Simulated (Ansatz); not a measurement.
Isomers

Structures of Si₂H₃S, doublet, relaxed at PBE0-D4/def2-TZVP (vibrations not checked; lower isomers may exist, and structures with a doubtful reference or unclear bonds are left out). Program: Ansatz 0.2.0. Basis: def2-TZVPP. Cores are frozen in the correlated methods; orbitals are unrestricted. B3LYP uses VWN-RPA correlation.

Question: Rank them by CCSD(T) energy, lowest first, and give each one's height above the lowest. Links in brackets join atoms within 1.22 times the sum of their covalent radii (1.1 for two metals). (An estimate is asked for; the value comes from the calculation.)
A.
Si₂H₃S ([SiH3][Si][S])
```
6
angstrom
Si -0.4438 0.3572 -0.9346
Si 0.3019 -0.2326 1.2661
S 1.0025 1.2984 2.2666
H -0.9562 -0.8433 -1.6428
H -1.5268 1.3627 -0.7890
H 0.7157 0.9248 -1.6685
```
B.
a complex of Si₂HS ([SiH][Si][S]) + H₂
```
6
angstrom
Si -1.1873 0.4696 -1.3497
Si 0.0584 1.0001 0.4204
S 1.2031 1.2136 1.9618
H -0.3922 -0.7236 -0.6925
H 1.5643 -2.0133 1.2447
H 1.4498 -2.6474 0.8665
```
C.
Si₂H₃S ([SiH]1[SiH2][S]1)
```
6
angstrom
Si -1.1439 -0.9227 -0.0396
Si 0.6944 0.3002 0.4012
S -1.1154 1.2081 -0.3415
H -1.3367 -1.6643 -1.3263
H 1.8648 0.4445 -0.4964
H 1.0368 0.6342 1.8026
```
D.
Si₂H₃S ([SiH2][SiH][S])
```
6
angstrom
Si -0.6332 0.1115 -0.9296
Si 0.6544 -0.1938 0.8875
S 1.2761 1.2727 2.0221
H -1.1520 -1.0088 -1.7486
H -1.1236 1.4515 -1.3136
H 0.9783 -1.6331 1.0822
```

Answer: The calculation gives: C (0.00 kcal/mol), A (4.38 kcal/mol), D (12.18 kcal/mol), B (38.01 kcal/mol). Heights count from the lowest.

Question: Do PBE-D4, r2SCAN-D4, PBE0-D4, B3LYP-D4, wB97M-V, HF, MP2 give the same order? (Judge from chemistry; the calculation decides.)

Answer: By the calculation: All do.

T1 diagnostic: at most 0.026. ⟨S²⟩ of the unrestricted Hartree–Fock references: 0.76 to 0.80 (a pure state has 0.75). The unrestricted reference is spin-contaminated, which hurts MP2 most.

For scale, one of the runs: CCSD(T)/def2-TZVPP, 168 basis functions, launched by `ansatz run in.yaml --threads 2 --pin off --events-out ev --progress --plain --max-ram 4352MiB`. Hardware: 2 CPU threads of an Arm Neoverse V1, shared host. Wall time 83 s; peak host memory 2.8 GiB.
